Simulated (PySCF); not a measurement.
**Which basis set comes closest?**

Molecule: methyl propyl ketone (SMILES CCCC(C)=O).

Structure with atom numbers: `[CH3:1][CH2:2][CH2:3][C:4]([CH3:5])=[O:6]`; H(Xn) means a hydrogen on atom n.

Geometry PBE0-D3(BJ)/def2-SVP throughout; GIAO in PySCF 2.14.0 with density-fitted response routines, gas phase, one conformer, non-relativistic; equivalent atoms averaged; functional PBE0.

Reference values (measured; solution, not stated per compound (mostly CDCl3 or CCl4); Pretsch, Buehlmann, Badertscher, Structure Determination of Organic Compounds, 4th ed. (2009)): δ(C3) = 45.2 ppm, δ(C2) = 17.5 ppm, δ(C1) = 13.5 ppm, δ(H(C3)) = 2.40 ppm, δ(H(C2)) = 1.60 ppm, δ(H(C1)) = 0.93 ppm. Computed shifts are taken against TMS, calculated as an isolated molecule at each level.

Q: How do the basis sets STO-3G, 6-31G, pcSseg-0, 6-31G*, def2-SVP, cc-pVDZ, pcSseg-1, 6-311+G(2d,p), aug-cc-pVDZ, def2-TZVP, IGLO-III, cc-pVTZ perform against the reference? Times are CPU seconds on shared hosts with different chips, so compare them loosely.

A: 
| basis set | functions | C3 | C2 | C1 | H(C3) | H(C2) | H(C1) | mean abs. error C | mean abs. error H | core-s |
| --- | --- | --- | --- | --- | --- | --- | --- | --- | --- | --- |
| STO-3G | 40 | 36.4 | 23.8 | 20.0 | 1.96 | 1.23 | 0.81 | 7.2 | 0.31 | 5.3 |
| 6-31G | 74 | 45.2 | 17.8 | 15.1 | 2.50 | 1.74 | 1.01 | 0.6 | 0.11 | 10 |
| pcSseg-0 | 74 | 48.8 | 17.7 | 16.4 | 2.36 | 1.46 | 1.04 | 2.2 | 0.10 | 4.4 |
| 6-31G* | 104 | 42.8 | 17.8 | 14.7 | 2.24 | 1.63 | 0.89 | 1.3 | 0.08 | 15 |
| def2-SVP | 134 | 44.3 | 17.7 | 14.4 | 2.04 | 1.28 | 0.76 | 0.7 | 0.28 | 20 |
| cc-pVDZ | 134 | 46.1 | 20.4 | 15.6 | 2.09 | 1.39 | 0.82 | 2.0 | 0.21 | 9.1 |
| pcSseg-1 | 152 | 46.7 | 18.8 | 15.1 | 2.08 | 1.40 | 0.92 | 1.5 | 0.18 | 13 |
| 6-311+G(2d,p) | 222 | 46.8 | 18.9 | 14.1 | 2.31 | 1.52 | 0.84 | 1.2 | 0.09 | 42 |
| aug-cc-pVDZ | 228 | 46.2 | 20.0 | 14.4 | 2.40 | 1.60 | 0.93 | 1.5 | 0.00 | 20 |
| def2-TZVP | 246 | 47.6 | 19.7 | 14.9 | 2.33 | 1.53 | 0.85 | 2.0 | 0.07 | 50 |
| IGLO-III | 310 | 48.6 | 19.9 | 15.0 | 2.37 | 1.56 | 0.86 | 2.4 | 0.05 | 32 |
| cc-pVTZ | 320 | 47.1 | 19.5 | 14.8 | 2.30 | 1.52 | 0.86 | 1.7 | 0.08 | 34 |

For 13C the closest is 6-31G (0.6 ppm, with def2-SVP practically level) and the furthest STO-3G (7.2 ppm).

For 1H the closest is aug-cc-pVDZ (0.00 ppm) and the furthest STO-3G (0.31 ppm). Where a smaller basis beats a larger one, errors probably cancel. One molecule is a small sample, and vibrational and solvent effects are absent from the calculation.

A small basis that lands close on one nucleus may do so by chance; judge by the trend and by all nuclei.
